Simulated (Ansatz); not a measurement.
**hcp Mg**

Method: HSE06 (plane waves, PAW; Ansatz, an electronic-structure program).

Numerical settings: plane-wave cutoff 500 eV, 12×12×6 k mesh (along the axes of the cell as run), Fermi–Dirac smearing 0.1 eV, scalar-relativistic PAW data made under PBE.

Cell: relaxed at this level.

```json
{
 "volume_per_atom": "22.90 Å³/atom",
 "lattice_parameter_a": "3.205 Å",
 "c axis length": "5.147 Å"
}
```

Measured, for comparison: lattice constant a 3.209 Å, lattice parameter c 5.210 Å (293 K, no zero-point or thermal correction; as tabulated in Wikipedia's data pages). Computed (rounded) less measured: lattice constant a -0.1 %, lattice parameter c -1.2 %. A static lattice is as a rule a little smaller and stiffer than an uncorrected measurement, which narrows the difference in the lattice parameter c and would widen misses of the other sign.

Note: exact exchange on metals is sensitive to the k mesh and can open a false gap; the run warned that the count of filled bands differs between k points.

Static lattice: no zero-point or thermal effects.
